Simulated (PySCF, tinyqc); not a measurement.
The basis set: RHF and MP2 along a ladder of basis sets, for CH2, spin multiplicity 1. Computed by the program tinyqc with PySCF. 

Geometry (angstrom):
```
atom       x        y       z
C     0.0000   0.0000  0.0000
H     0.0000   0.9030  0.5380
H     0.0000  -0.9030  0.5380
```

Same geometry throughout; the dipole is taken about the origin.

RHF and frozen-core MP2 in a ladder of bases:
```
basis        functions  E(RHF) (hartree)  E(MP2 corr) (hartree)  HOMO (eV)  LUMO (eV)  dipole (debye)
sto-3g               7        -38.355657              -0.031331    -7.8405     6.2782          1.6518
3-21g               13        -38.645053              -0.063112    -9.6106     2.2027          2.2263
6-31g               13        -38.847427              -0.062584    -9.6191     2.0315          2.2653
6-31g**             24        -38.868379              -0.107883    -9.7846     2.0990          1.9711
cc-pvdz             24        -38.872363              -0.107637    -9.9226     1.8071          1.9257
aug-cc-pvdz         41        -38.876470              -0.113118   -10.1149     0.7347          1.8766
cc-pvtz             58        -38.885817              -0.137024   -10.0787     1.4022          1.8984
```

From cc-pVDZ to cc-pVTZ the RHF energy falls by 13.5 mhartree and the correlation energy by 29.4. If valence correlation converges as X^-3, (27 E(T) - 8 E(D))/19 gives -0.1494 hartree, a rough estimate from such small X that usually falls short; STO-3G holds about 21 % of it. Beyond STO-3G the LUMO moves by 1.5 eV and the HOMO by 0.5 eV. The restricted reference is unstable here: a spin-polarised solution lies 0.0282 hartree lower (PySCF, cc-pVDZ), so results built on it describe a poor reference.
